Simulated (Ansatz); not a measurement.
Input file:

```yaml
crystal:
  periodic: [false, false, false]
  atoms:
    - {symbol: Ga, position_ang: [0.003578, 0.029042, -0.046203]}
    - {symbol: H, position_ang: [-0.161296, -1.467909, -0.530387]}
    - {symbol: H, position_ang: [0.320743, -0.242892, 1.854087]}
    - {symbol: H, position_ang: [-0.406985, -0.298161, 1.872301]}
basis:
  gaussian: {orbitals: cc-pVDZ}
magnetization: {spin_polarized: true, initial_magnetization: 2}
hamiltonian: {xc: {name: BLYP}}
```

```sh
$ ansatz run in.yaml --threads 1 --pin off --events-out ev --progress --plain --max-ram 2393MiB
```

Log:

```
450 factors; integrals over basis functions are off by at most 1.2e-3 eV
mean field evaluation 1: about -52422.8187 eV, gradient 1.1e1 eV
mean field evaluation 2: about -52422.6360 eV, gradient 1.1e1 eV
mean field evaluation 4: about -52423.8264 eV, gradient 4.4e-1 eV
mean field evaluation 8: about -52423.8257 eV, gradient 3.7e-3 eV
mean field -52423.82571975 eV, -1926.5400610556 hartree, gradient 1.0e-5 eV, S^2 2.002333; 0 other end points of the search recorded, 0 dependent functions left out
reference -52423.82598399 eV, -1926.5400707661 hartree; 18, 16 occupied and 24, 26 virtual orbitals, 450 factors
Total energy: -52423.82598399 eV, -1926.5400707661 hartree
```

Ran on 1 thread of Intel Xeon 6975P-C, shared host: 0.63 s wall, 0.16 GiB peak host memory.
